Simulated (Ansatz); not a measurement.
# CN (doublet): the correlation ladder at distance N1–C2 = 3.912 Å, 6-31G

An exercise on one series of results from a longer session: the logs are not shown, and one member is left open.

Program: Ansatz 0.2.0, Gaussian basis. Level of theory: 6-31G, core rule «outside noble gas», up to 2 orbitals frozen. These are calculated values, not measurements.

Plan: UHF; CCSD(T) on ROHF; CCSD(T) on UHF; BCCD(T) on ROHF; CISD; CCSDT(Q) on UHF; CISDTQ; CCSDTQ on UHF; CASSCF and MRCISD+Q, 3 electrons in 3 orbitals; CASSCF and NEVPT2, 3 electrons in 3 orbitals; CASSCF and MRCISD+Q, 9 electrons in 8 orbitals; CASSCF and NEVPT2, 9 electrons in 8 orbitals; Full CI; Full CI in the symmetry of the determinant.

27 further runs of the same task are left out: 7 for a known fault of the program, 17 that didn't finish, 3 set aside as unsound or not needed.

## The geometry

The geometry derives from a PBE0/def2-TZVP stationary point (not a proven minimum). One bond is set to the value named and the two fragments are kept rigid.

2 atoms, charge 0, spin multiplicity 2.

Atoms are counted from 1 here; the program's logs count them from 0.

No contacts short enough for the rule that draws bonds.

The first run:

in.yaml reads:

```yaml
crystal:
  periodic: [false, false, false]
  atoms:
    - {symbol: N, position_ang: [0.000000, 0.000000, 0.000000]}
    - {symbol: C, position_ang: [0.000000, 0.000000, 3.912000]}
basis:
  gaussian: {orbitals: 6-31G}
magnetization: {spin_polarized: true, initial_magnetization: 1}
hamiltonian: {xc: hf}
output: {orbitals: {seedname: orbitals}}
```

Launch:

```console
> ansatz run in.yaml --threads 1 --pin off --events-out ev --progress --plain --max-ram 2393MiB
```

Steps of the session up to this table: UHF; CCSD(T) on ROHF; CCSD(T) on UHF; BCCD(T) on ROHF; CISD; CCSDT(Q) on UHF; CISDTQ; CCSDTQ on UHF; CASSCF and MRCISD+Q, 3 electrons in 3 orbitals; CASSCF and NEVPT2, 3 electrons in 3 orbitals; CASSCF and MRCISD+Q, 9 electrons in 8 orbitals; CASSCF and NEVPT2, 9 electrons in 8 orbitals; Full CI; Full CI in the symmetry of the determinant.

One of the session's tables, all rows but one given; the rest of the session is left out.

It belongs to the step «Misses and costs». 

| method | from FCI (kcal/mol) |
| --- | --- |
| UHF | +44.96 |
| UMP2 | +13.43 |
| UCCSD | +0.42 |
| UCCSD(T) | ? |
| UCCSDT | -0.02 |
| UCCSDT(Q) | -0.03 |
| UCCSDTQ | -0.04 |
| CASSCF valence | +35.73 |
| NEVPT2 valence | +12.42 |
| MRCISD valence | +0.89 |
| MRCISD+Q valence | -0.01 |
| FCI | 0 |

Q: Estimate the row for UCCSD(T) from the others.

As computed: from FCI (kcal/mol): +0.10. In the column «from FCI (kcal/mol)» it lies between FCI (0) and UCCSD (+0.42).

Left out of the table: CASSCF pair, NEVPT2 pair, MRCISD pair, MRCISD+Q pair (the active space lost an orbital or holds another state than full CI finds).

To keep in mind: The determinant is far from a pure spin state, so its energy mixes those of several spin states (harmless only where they are near-degenerate, as at dissociation). The report flags that the cluster equations may have other roots. Left out of the table: ROHF, RMP2, CISD, RCCSD, RCCSD(T), BCCD(T), CISDTQ (another determinant or state than the rows shown). Levels on UHF freeze UHF's core orbitals, full CI those of ROHF, so the U rows can settle a little off it for that reason alone.
